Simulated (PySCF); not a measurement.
Cartesian coordinates (Å):
SMILES: [F]
```xyz
1

F      0.0000     0.0000     0.0000
```
Charge 0, spin multiplicity 2.

Q: Predict the total energy, dipole moment and highest occupied spin orbital from PBE0-D3(BJ)/def2-TZVP (PySCF 2.14.0).

A: 
```
Quantity                             Value
-----------------------------  -----------
total energy                   -99.6762 Ha
dipole moment                       0.00 D
highest occupied spin orbital    -12.46 eV
```
